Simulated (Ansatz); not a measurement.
# PBE-QIDH/cc-pVTZ run of [BF2]+ (SMILES F[B+]F)

What is the vertical ionisation energy of [BF2]+ at PBE-QIDH/cc-pVTZ? 

The calculation is run with Ansatz 0.2.0.

6 further runs of the same task are left out: 3 that didn't finish, 3 set aside as unsound or not needed.

## Step 1: The structure to begin with

The species is [BF2]+ (3 atoms), meant as a singlet with charge +1. SMILES: `F[B+]F`. The shape is that of a PBE0-D4/def2-TZVP optimisation.

Bond lengths: F1–B2 1.226 Å, B2–F3 1.226 Å. Angles: F1–B2–F3 180.0°.

## Step 2: The energy at PBE-QIDH/cc-pVTZ

The input, in.yaml:

```yaml
basis:
  gaussian:
    orbitals: cc-pVTZ
crystal:
  periodic: [false, false, false]
  atoms:
    - symbol: F
      position_ang: [0.329710, 1.140520, 0.307700]
    - symbol: B
      position_ang: [0.000000, -0.000000, 0.000000]
    - symbol: F
      position_ang: [-0.329720, -1.140520, -0.307700]
total_charge: 1
hamiltonian:
  xc: {name: PBE-QIDH}
correlation:
  frozen_orbitals: {B: 1, F: 1}
accuracy: high
output: {orbitals: {seedname: orbitals}}
```

The run is started by

```console
$ ansatz run in.yaml --threads 1 --pin off --max-ram 3480MiB --events-out events.jsonl --progress --plain --runs-dir runs
```

Output:

```text
Warning: RAYON_NUM_THREADS=1 ignored (pool sized by the plan → 1); use --threads N
Functional definition: PBE-QIDH
  name "PBE-QIDH"
  parameter a = 3^(-1/3)
  parameter c = 1/3
  exchange = (1 - a)*pbe_x + a*exact_x
  correlation = (1 - c)*pbe_c + c*(mp2_os + mp2_ss)
1354 factors; integrals over basis functions are off by at most 4.1e-9 eV
mean field evaluation 1: about -6085.7193 eV, gradient 7.1e1 eV
mean field evaluation 2: about -6085.7175 eV, gradient 7.1e1 eV
mean field evaluation 4: about -6092.0716 eV, gradient 1.7e0 eV
mean field evaluation 8: about -6092.0771 eV, gradient 7.1e-2 eV
mean field evaluation 16: about -6092.0772 eV, gradient 5.1e-7 eV
mean field -6092.07715937 eV, -223.8797062487 hartree, gradient 5.3e-8 eV, S^2 0.000000; 0 other end points of the search recorded, 0 dependent functions left out
3 core orbitals not correlated: weight in the atoms' cores, before any rotation towards them, 1.000 or more for the frozen orbitals, at most 0.000 for the correlated occupied ones
reference -6092.07716010 eV, -223.8797062756 hartree; 8, 8 occupied and 79, 79 virtual orbitals, 1354 factors
second order -17.17359716 eV of doubles, -0.00000000 eV of singles
Total energy: -6097.80169249 eV, -224.0900789605 hartree
```

Wall time 2.9 s (1 thread of Arm Neoverse V2, shared host); peak memory 0.17 GiB.

## Step 3: Doublet [BF2]2+ at the same level

The input, input.yaml:

```yaml
crystal:
  periodic: [false, false, false]
  atoms:
    - {symbol: F, position_ang: [0.329710, 1.140520, 0.307700]}
    - {symbol: B, position_ang: [0.000000, -0.000000, 0.000000]}
    - {symbol: F, position_ang: [-0.329720, -1.140520, -0.307700]}
basis:
  gaussian: {orbitals: cc-pVTZ}
total_charge: 2
magnetization: {spin_polarized: true, initial_magnetization: 1}
hamiltonian: {xc: {name: PBE-QIDH}}
correlation: {frozen_orbitals: {B: 1, F: 1}}
accuracy: high
output: {orbitals: {seedname: orbitals}}
```

The run is started by

```console
$ ansatz run input.yaml --threads 1 --pin off --max-ram 3480MiB --events-out events.jsonl --progress --plain --runs-dir runs
```

Output, shortened:

```text
Warning: RAYON_NUM_THREADS=1 ignored (pool sized by the plan → 1); use --threads N
Functional definition: PBE-QIDH
  name "PBE-QIDH"
[...]
1356 factors; integrals over basis functions are off by at most 4.1e-9 eV
[...]
mean field -6065.66245059 eV, -222.9089836055 hartree, gradient 1.1e-11 eV, S^2 0.784234; 11 other end points of the search recorded, 0 dependent functions left out
3 core orbitals not correlated: weight in the atoms' cores, before any rotation towards them, 1.000 or more for the frozen orbitals, at most 0.000 for the correlated occupied ones
reference -6065.66245140 eV, -222.9089836352 hartree; 8, 7 occupied and 79, 80 virtual orbitals, 1356 factors
second order -15.91767140 eV of doubles, -0.00000000 eV of singles
Total energy: -6070.96834187 eV, -223.1039715134 hartree
```

It took 2 min on 1 thread of Arm Neoverse V2, shared host; peak memory 0.27 GiB.

## Step 4: Results

At PBE-QIDH/cc-pVTZ, 3 core orbitals frozen:

| quantity | value |
| --- | --- |
| singlet [BF2]+: total energy | -224.09008 Eh |
| singlet [BF2]+: HOMO energy (SCF part's orbitals) | -26.25 eV |
| singlet [BF2]+: LUMO energy (SCF part's orbitals) | -6.30 eV |
| singlet [BF2]+: HOMO–LUMO gap (SCF part's orbitals) | 19.95 eV |
| doublet [BF2]2+: total energy | -223.10397 Eh |
| doublet [BF2]2+: HOMO energy (SCF part's orbitals) (highest over α and β) | -34.00 eV |
| doublet [BF2]2+: LUMO energy (SCF part's orbitals) (lowest over α and β) | -26.56 eV |
| doublet [BF2]2+: ⟨S²⟩ | 0.784 |
| vertical ionisation energy (to the doublet dication) | 26.833 eV |

In words: Removing an electron at fixed nuclei costs 26.83 eV (2589 kJ/mol). −ε(HOMO) before ionisation, 26.25 eV, is 0.58 eV below this ionisation energy.
